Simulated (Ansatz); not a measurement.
# Isomers

Structures of C2H5S (charge +1), closed shell, relaxed at PBE0-D4/def2-TZVP (vibrations not checked; lower isomers may exist, and structures with a doubtful reference or unclear bonds are left out). Program: Ansatz 0.2.0. Basis: def2-TZVPP. Cores are frozen in the correlated methods. B3LYP uses VWN-RPA correlation.

**Question.** Rank them by CCSD(T) energy, lowest first, and give each one's height above the lowest. Links in brackets join atoms within 1.22 times the sum of their covalent radii (1.1 for two metals). (An estimate is asked for; the value comes from the calculation.)
A.
C₂H₅S ([CH2][S][CH3]), total charge +1
```
8
angstrom
C -0.8782 1.1199 -0.7967
S -0.7042 -0.6129 -0.4004
C 0.4630 -0.7295 0.6873
H -0.7174 1.2152 -1.8731
H -1.9100 1.3946 -0.5654
H 1.0117 0.1250 1.0744
H -0.1716 1.7281 -0.2357
H 0.7069 -1.7264 1.0475
```
B.
C₂H₅S ([CH3][CH][SH]), total charge +1
```
8
angstrom
C 0.0981 0.9935 -0.0504
C 0.4928 -0.3824 0.2011
S -0.5693 -1.5274 0.6846
H 0.7180 1.6484 0.5799
H 0.3921 1.2519 -1.0786
H -0.9589 1.1987 0.1083
H 1.5357 -0.6631 0.0629
H 0.2913 -2.5677 0.7642
```
C.
C₂H₅S ([CH2][CH][SH2]), total charge +1
```
8
angstrom
C -0.7807 0.7709 -0.8141
C -0.0448 0.3787 0.2137
S 0.6192 -1.2569 0.1436
H -0.9838 0.1400 -1.6728
H -1.2089 1.7678 -0.8141
H 0.1884 0.9659 1.0929
H 1.9135 -1.0360 0.4790
H 0.2973 -1.7304 1.3719
```

**Answer.** Computed: B (0.00 kcal/mol), A (2.48 kcal/mol), C (12.20 kcal/mol). Heights count from the lowest.

**Question.** Do PBE-D4, r2SCAN-D4, PBE0-D4, B3LYP-D4, wB97M-V, HF, MP2 give the same order? (A judgement: the text doesn't fix the answer.)

**Answer.** By the calculation: All do.

T1 diagnostic: at most 0.019. The restricted Hartree–Fock reference is unstable towards an unrestricted one at one or more of these structures.

For scale, one of the runs: CCSD(T)/def2-TZVPP, 174 basis functions, launched by `ansatz run in.yaml --threads 2 --pin off --events-out ev --progress --plain --max-ram 4352MiB`. Time: 25 s of wall clock on 2 CPU threads of an Arm Neoverse V2; the host was shared. Peak host memory: 1.5 GiB.
